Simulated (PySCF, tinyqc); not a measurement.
Worked calculation: CIS on RHF in the sto-3g basis, for CH+, spin multiplicity 1. The lowest restricted solution is unstable here: a spin-polarised one lies 0.0133 hartree lower (PySCF). One step of it, computed by the program tinyqc.

Question. Iteration 1: building the Fock matrix. J_ij = sum D_kl (ij|kl), K_ij = sum D_kl (ik|jl); F = H + J - 0.5 K; E = tr D H + tr D J / 2 - 0.25 tr D K + E_nn.

D at the start:
```
            1C 1s      1C 2s    1C 2px    1C 2py     1C 2pz      2H 1s
1C 1s    2.140762  -0.591499  0.000000  0.000000  -0.060020   0.091619
1C 2s   -0.591499   2.473368  0.000000  0.000000   0.352169  -0.372226
1C 2px   0.000000   0.000000  0.000000  0.000000   0.000000   0.000000
1C 2py   0.000000   0.000000  0.000000  0.000000   0.000000   0.000000
1C 2pz  -0.060020   0.352169  0.000000  0.000000   2.354897  -0.430930
2H 1s    0.091619  -0.372226  0.000000  0.000000  -0.430930   0.118012
```

core Hamiltonian H = T + V (hartree):
```
             1C 1s      1C 2s     1C 2px     1C 2py     1C 2pz      2H 1s
1C 1s   -18.271916  -4.404857   0.000000   0.000000  -0.018711  -1.263147
1C 2s    -4.404857  -5.209648   0.000000   0.000000  -0.185526  -2.481505
1C 2px    0.000000   0.000000  -4.116194   0.000000   0.000000   0.000000
1C 2py    0.000000   0.000000   0.000000  -4.116194   0.000000   0.000000
1C 2pz   -0.018711  -0.185526   0.000000   0.000000  -4.255549  -2.005398
2H 1s    -1.263147  -2.481505   0.000000   0.000000  -2.005398  -3.447003
```

Two-electron integrals (ij|kl) in chemists' order, unique and non-zero (hartree):
```
(11|11) 3.541948   (21|11) 0.576921   (21|21) 0.111888   (22|11) 0.854682
(22|21) 0.205284   (22|22) 0.624709   (31|31) 0.020296   (32|31) 0.030858
(32|32) 0.137996   (33|11) 0.852436   (33|21) 0.205335   (33|22) 0.624568
(33|33) 0.672833   (41|41) 0.020296   (42|41) 0.030858   (42|42) 0.137996
(43|43) 0.036269   (44|11) 0.852436   (44|21) 0.205335   (44|22) 0.624568
(44|33) 0.600295   (44|44) 0.672833   (51|51) 0.020296   (52|51) 0.030858
(52|52) 0.137996   (53|53) 0.036269   (54|54) 0.036269   (55|11) 0.852436
(55|21) 0.205335   (55|22) 0.624568   (55|33) 0.600295   (55|44) 0.600295
(55|55) 0.672833   (61|11) 0.165436   (61|21) 0.031851   (61|22) 0.058197
(61|33) 0.057999   (61|44) 0.057999   (61|51) 0.001965   (61|52) 0.003620
(61|55) 0.058611   (61|61) 0.009275   (62|11) 0.360787   (62|21) 0.087637
(62|22) 0.289280   (62|33) 0.282709   (62|44) 0.282709   (62|51) 0.008323
(62|52) 0.054962   (62|55) 0.302163   (62|61) 0.025948   (62|62) 0.169314
(63|31) 0.009349   (63|32) 0.047887   (63|53) 0.011048   (63|63) 0.022039
(64|41) 0.009349   (64|42) 0.047887   (64|54) 0.011048   (64|64) 0.022039
(65|11) 0.293702   (65|21) 0.072326   (65|22) 0.253180   (65|33) 0.240328
(65|44) 0.240328   (65|51) 0.015392   (65|52) 0.092968   (65|55) 0.278621
(65|61) 0.022527   (65|62) 0.176337   (65|65) 0.202402   (66|11) 0.495789
(66|21) 0.122506   (66|22) 0.456021   (66|33) 0.431709   (66|44) 0.431709
(66|51) 0.015632   (66|52) 0.134528   (66|55) 0.504161   (66|61) 0.036929
(66|62) 0.326471   (66|65) 0.377155   (66|66) 0.774606
```

nuclear repulsion = 3.06177750 hartree

Give: Coulomb J; exchange K; Fock matrix F; total energy of this density.

Answer.

Coulomb J (hartree):
```
          1C 1s    1C 2s  1C 2px  1C 2py   1C 2pz   2H 1s
1C 1s   10.5884   1.9867  0.0000  0.0000   0.0020  0.5681
1C 2s    1.9867   4.2337  0.0000  0.0000  -0.0110  1.8987
1C 2px   0.0000   0.0000  4.1844  0.0000   0.0000  0.0000
1C 2py   0.0000   0.0000  0.0000  4.1844   0.0000  0.0000
1C 2pz   0.0020  -0.0110  0.0000  0.0000   4.3164  1.6321
2H 1s    0.5681   1.8987  0.0000  0.0000   1.6321  2.8546
```

exchange K (hartree):
```
         1C 1s    1C 2s  1C 2px  1C 2py   1C 2pz   2H 1s
1C 1s   7.2305   1.2233  0.0000  0.0000   0.0004  0.3645
1C 2s   1.2233   1.6401  0.0000  0.0000  -0.0024  0.7057
1C 2px  0.0000   0.0000  0.3928  0.0000   0.0000  0.0000
1C 2py  0.0000   0.0000  0.0000  0.3928   0.0000  0.0000
1C 2pz  0.0004  -0.0024  0.0000  0.0000   1.6501  0.5517
2H 1s   0.3645   0.7057  0.0000  0.0000   0.5517  0.5362
```

Fock matrix F (hartree):
```
           1C 1s    1C 2s   1C 2px   1C 2py   1C 2pz    2H 1s
1C 1s   -11.2988  -3.0298   0.0000   0.0000  -0.0169  -0.8773
1C 2s    -3.0298  -1.7960   0.0000   0.0000  -0.1953  -0.9356
1C 2px    0.0000   0.0000  -0.1282   0.0000   0.0000   0.0000
1C 2py    0.0000   0.0000   0.0000  -0.1282   0.0000   0.0000
1C 2pz   -0.0169  -0.1953   0.0000   0.0000  -0.7642  -0.6492
2H 1s    -0.8773  -0.9356   0.0000   0.0000  -0.6492  -0.8605
```

total energy of this density = -36.933206 hartree
